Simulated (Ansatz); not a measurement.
`CBS` + PH₃ → `CBP` + H₂S at 400 K and 1 bar (ligand exchange at a B–S bond).

Calculated with Ansatz (gas phase, PBE0-D4/def2-TZVP geometries, no zero-point term in ΔE). CCSD(T)/CBS is the MP2 limit (def2-TZVPP, def2-QZVPP) plus CCSD(T) − MP2 in def2-TZVPP, frozen cores. This one scheme is used for every species. Each species was taken in one conformer, which may not be the lowest.

```csv
species,CCSD(T)/CBS energy (Eh),H − E (kJ/mol),S (J/(mol·K))
`CBS`,-463.66090,177.9,309.0
PH₃,-342.72256,77.1,221.7
`CBP`,-407.38441,199.8,324.2
H₂S,-398.97279,53.4,215.9
```

H − E and S are ideal-gas, rigid-rotor, harmonic terms from PBE0-D4/def2-TZVP, for one conformer and one mirror image of each species. 1 Eh = 2625.50 kJ/mol, R = 8.31446 J/(mol·K).

Problem. By hand: ΔE, ΔH, ΔS and ΔG.

Solution. ΔE = (-407.38441) + (-398.97279) − (-463.66090) − (-342.72256) = 0.02626 Eh = 68.9 kJ/mol. Δ(H − E) = 199.8 + 53.4 − 177.9 − 77.1 = -1.8, so ΔH = 67.1 kJ/mol. ΔS = 324.2 + 215.9 − 309.0 − 221.7 = 9.4 J/(mol·K). ΔG = 67.1 − 400 × (9.4)/1000 = 63.3 kJ/mol.

Problem. By hand: the equilibrium constant, and the temperature at which ΔG would vanish if ΔH and ΔS stayed fixed.

Solution. log₁₀ K = −ΔG/(RT ln 10) = -8.3. ΔG = 0 at ΔH/ΔS = 7138 K, far beyond where these terms or the molecules hold.

The number of gas molecules stays the same, so ΔS is small and ΔH decides. A doubt of 5 kJ/mol in ΔE shifts log₁₀ K by 0.7 here. Other conformers and mirror images would add mixing entropy, several J/(mol·K) or more a flexible species. These are equilibria of isolated gas molecules and say nothing of rates. Largest T1 diagnostic: 0.015 (customary marks: 0.02 for closed shells, 0.045 for open ones).
